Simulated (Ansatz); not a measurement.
**AlSi+ (quintet): from Hartree-Fock to the top rungs, def2-QZVPP**

The task here is to estimate one member of a computed series from the others.

Computed with Ansatz 0.2.0, Gaussian basis. Level: def2-QZVPP, core rule «outside noble gas», up to 10 orbitals frozen.

The runs, in order: UHF; ROHF; CCSD(T) on UHF.

## The system

The geometry is a PBE0/def2-TZVP stationary point (not a proven minimum) of the parent state, kept for this charge and spin.

2 atoms, charge 1, spin multiplicity 5.

Atoms are counted from 1 here; the program's logs count them from 0.

Bond lengths: Si1–Al2 2.416 Å.

Set-up of the first run:

The input, in.yaml:

```yaml
crystal:
  periodic: [false, false, false]
  atoms:
    - {symbol: Si, position_ang: [0.000000, 0.000000, 0.000000]}
    - {symbol: Al, position_ang: [0.000000, 0.000000, 2.416200]}
basis:
  gaussian: {orbitals: "def2-QZVPP.json"}
total_charge: 1
magnetization: {spin_polarized: true, initial_magnetization: 4}
hamiltonian: {xc: hf}
output: {orbitals: {seedname: orbitals}}
```

Run with:

```console
> ansatz run in.yaml --threads 1 --pin off --events-out ev --progress --plain --max-ram 2393MiB
```

Among the steps run: UHF; ROHF; CCSD(T) on UHF.

One table of the session follows, with a row left open; its other results are not shown here.

| method | from UCCSD(T) (kJ/mol) |
| --- | --- |
| ROHF | +302.0 |
| UHF | +299.6 |
| UMP2 | +69.8 |
| UCCSD | ? |
| UCCSD(T) | 0 |

Estimate the missing values for UCCSD.

The run gave: from UCCSD(T) (kJ/mol): +19.6. In the column «from UCCSD(T) (kJ/mol)» it lies between UCCSD(T) (0) and UMP2 (+69.8).
